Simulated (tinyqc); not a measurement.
The integration grid: Kohn-Sham R2SCAN on finer and finer grids in the sto-3g basis, for BH, spin multiplicity 3. Computed by the program tinyqc with PySCF. Self-consistent on each grid; the net force on the molecule should vanish.

Geometry (angstrom):

| atom | x | y | z |
|---|---|---|---|
| B | 0.0000 | 0.0000 | 0.0000 |
| H | 0.0000 | 0.0000 | 1.6660 |

Kohn-Sham energy on Becke grids (radial x angular points per atom):

| grid | points | residual of the electron count | E (hartree) | E - finest (mhartree) | largest net force without grid terms (hartree/bohr) |
|---|---|---|---|---|---|
| 10 x 14 | 275 | -2.22e-02 | -24.738394 | 66.052908 | 8.39e-02 |
| 15 x 26 | 772 | -8.88e-03 | -24.802356 | 2.090914 | 2.50e-02 |
| 20 x 50 | 1988 | 1.93e-04 | -24.805097 | -0.649719 | 1.06e-02 |
| 30 x 86 | 5143 | 9.99e-05 | -24.804398 | 0.048934 | 2.89e-03 |
| 50 x 194 | 19372 | -4.38e-06 | -24.804490 | -0.042883 | 3.22e-03 |
| 75 x 302 | 45254 | 3.78e-07 | -24.804448 | -0.001519 | 2.29e-04 |
| 120 x 590 | 141470 | 2.32e-09 | -24.804447 | 0.000000 | 7.43e-06 |

What does the comparison show, and why?

The energy is within 0.1 mhartree of the finest grid first at 30 x 86. The error has both signs, since quadrature is not variational. The electron count and the net force are cheap signs of a poor grid.
